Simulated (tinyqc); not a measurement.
Worked calculation: extended Hueckel theory, for N2-. The parameters take no account of the charge, which enters only through the electron count, and nothing here shows that the anion is bound. One step of it, computed by the program tinyqc.

Question. Mulliken analysis. P = C n C^T; charge = valence electrons (N 5) minus the sum of (P S)_ii on the atom; overlap population = 2 sum P_ij S_ij between two atoms.

coefficients, order 1N 2s, 1N 2px, 1N 2py, 1N 2pz, 2N 2s, 2N 2px, 2N 2py, 2N 2pz:
```
[[0.567830, 0.492147, 0.000000, 0.000000, -0.226350, 0.000000, 0.000000, 1.616914],
 [0.000000, 0.000000, -0.080552, 0.606203, 0.000000, 0.031405, 0.867849, 0.000000],
 [0.000000, 0.000000, 0.606203, 0.080552, 0.000000, 0.867849, -0.031405, 0.000000],
 [0.022776, -0.475651, 0.000000, 0.000000, 0.660960, 0.000000, 0.000000, 1.320600],
 [0.567830, -0.492147, 0.000000, 0.000000, -0.226350, 0.000000, 0.000000, -1.616914],
 [0.000000, 0.000000, -0.080552, 0.606203, 0.000000, -0.031405, -0.867849, 0.000000],
 [0.000000, 0.000000, 0.606203, 0.080552, 0.000000, -0.867849, 0.031405, 0.000000],
 [-0.022776, -0.475651, 0.000000, 0.000000, -0.660960, 0.000000, 0.000000, 1.320600]]
```

occupations: [2.000000, 2.000000, 2.000000, 2.000000, 2.000000, 0.500000, 0.500000, 0.000000]

overlap S, order 1N 2s, 1N 2px, 1N 2py, 1N 2pz, 2N 2s, 2N 2px, 2N 2py, 2N 2pz:
```
[[1.000000, 0.000000, 0.000000, 0.000000, 0.510771, 0.000000, 0.000000, -0.472090],
 [0.000000, 1.000000, 0.000000, 0.000000, 0.000000, 0.337001, 0.000000, 0.000000],
 [0.000000, 0.000000, 1.000000, 0.000000, 0.000000, 0.000000, 0.337001, 0.000000],
 [0.000000, 0.000000, 0.000000, 1.000000, 0.472090, 0.000000, 0.000000, -0.290671],
 [0.510771, 0.000000, 0.000000, 0.472090, 1.000000, 0.000000, 0.000000, 0.000000],
 [0.000000, 0.337001, 0.000000, 0.000000, 0.000000, 1.000000, 0.000000, 0.000000],
 [0.000000, 0.000000, 0.337001, 0.000000, 0.000000, 0.000000, 1.000000, 0.000000],
 [-0.472090, 0.000000, 0.000000, -0.290671, 0.000000, 0.000000, 0.000000, 1.000000]]
```

Give: charges; Overlap populations.

Answer.

charges: [-0.500, -0.500]

Overlap populations:
```
pair     value
2-1   1.381909
```
